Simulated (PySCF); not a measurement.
## Functional dependence of a UV spectrum

Species: 1-methylcyclopropene, C₄H₆.
Atom-mapped SMILES: `[CH3:1][C:2]1=[CH:3][CH2:4]1` (hydrogens: H5, H6, H7 on C1; H8 on C3; H9, H10 on C4)

Linear-response calculations in the def2-SVPD basis (PySCF; singlets by full response, triplets Tamm–Dancoff, core orbitals frozen in the response; HF means time-dependent Hartree–Fock). 'Strongest' is the level of largest summed f among the singlets computed (10 roots, of which the last may lack a degenerate partner); it can jump between rows when another state enters that window. S1 is the lowest singlet of each run and needn't be the same state throughout; f(S1) is that of one state. Isolated species at its PBE0-D3(BJ)/def2-SVP geometry, gas phase.

```
functional                               kind  S1 (eV)  f(S1)  strongest (eV)  T1 (eV)  HOMO (eV)  gap (eV)  ionisation energy, ΔSCF (eV)
       LDA                                LDA     5.99  0.002            6.05     4.31      -5.79      4.94                          9.19
       PBE                                GGA     5.92  0.002            6.14     4.15      -5.69      5.06                          9.03
     B3LYP  global hybrid, 20% exact exchange     6.26  0.001            6.35     4.19      -6.62      6.80                          9.12
      PBE0  global hybrid, 25% exact exchange     6.44  0.124            6.44     4.12      -6.82      7.26                          9.08
 BHandHLYP  global hybrid, 50% exact exchange     6.58  0.143            6.58     4.11      -7.82      9.11                          8.99
 CAM-B3LYP             range-separated hybrid     6.47  0.130            6.47     4.17      -8.15      9.60                          9.16
   LC-wPBE             range-separated hybrid     6.67  0.139            6.67     4.09      -9.51     12.03                          9.24
        HF                       Hartree–Fock     6.75  0.173            6.75     3.70      -9.30     12.01                   not settled
```

**Question.** What does wB97X-D (range-separated hybrid) give?

**Answer.** S1 (eV) 6.50, f(S1) 0.131, strongest (eV) 6.50, T1 (eV) 4.28, HOMO (eV) -8.66, gap (eV) 10.95, ionisation energy, ΔSCF (eV) 9.10. S1 runs from 5.92 eV (PBE) to 6.75 eV (HF), a spread of 0.83 eV, while the orbital gap spreads over 7.1 eV. Along PBE (0%), B3LYP (20%), PBE0 (25%), BHandHLYP (50%), HF (100%) S1 rises with the share of exact exchange. −ε(HOMO) comes closest to its own ΔSCF ionisation energy with LC-wPBE (+0.27 eV) and misses most with LDA (-3.40 eV). 'Not settled' means that the ion's SCF failed to converge or may have ended in another state than the lowest.
